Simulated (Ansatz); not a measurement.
# Si2+ (quartet): from Hartree-Fock to the top rungs, def2-QZVPP

An exercise on one series of results from a longer session: the logs are not shown, and one member is left open.

Program: Ansatz 0.2.0, Gaussian basis. Level of theory: def2-QZVPP, core rule «outside noble gas», up to 10 orbitals frozen. These are calculated values, not measurements.

The runs, in order: UHF; ROHF; CCSD(T) on UHF.

2 further runs of the same task are left out: 2 set aside as unsound or not needed. Runs told in other sessions of the task aren't counted.

## The system

The geometry is a PBE0/def2-TZVP stationary point (not a proven minimum) of the parent state, kept for this charge and spin.

2 atoms, charge 1, spin multiplicity 4.

Atoms are counted from 1 here; the program's logs count them from 0.

Bond lengths: Si1–Si2 2.255 Å.

The first run:

in.yaml

```yaml
crystal:
  periodic: [false, false, false]
  atoms:
    - {symbol: Si, position_ang: [0.000000, 0.000000, 0.000000]}
    - {symbol: Si, position_ang: [0.000000, 0.000000, 2.254714]}
basis:
  gaussian: {orbitals: "def2-QZVPP.json"}
total_charge: 1
magnetization: {spin_polarized: true, initial_magnetization: 3}
hamiltonian: {xc: hf}
output: {orbitals: {seedname: orbitals}}
```

Run with:

```bash
ansatz run in.yaml --threads 1 --pin off --events-out ev --progress --plain --max-ram 2393MiB
```

Steps of the session up to this table: UHF; ROHF; CCSD(T) on UHF.

One of the session's tables, all rows but one given; the rest of the session is left out.

| method | from UCCSD(T) (meV) |
| --- | --- |
| ROHF | ? |
| UHF | +4972.5 |
| UMP2 | +992.6 |
| UCCSD | +321.4 |
| UCCSD(T) | 0 |

Q: Estimate the row for ROHF from the others.

As computed: from UCCSD(T) (meV): +5038.5. In the column «from UCCSD(T) (meV)» it is the highest.
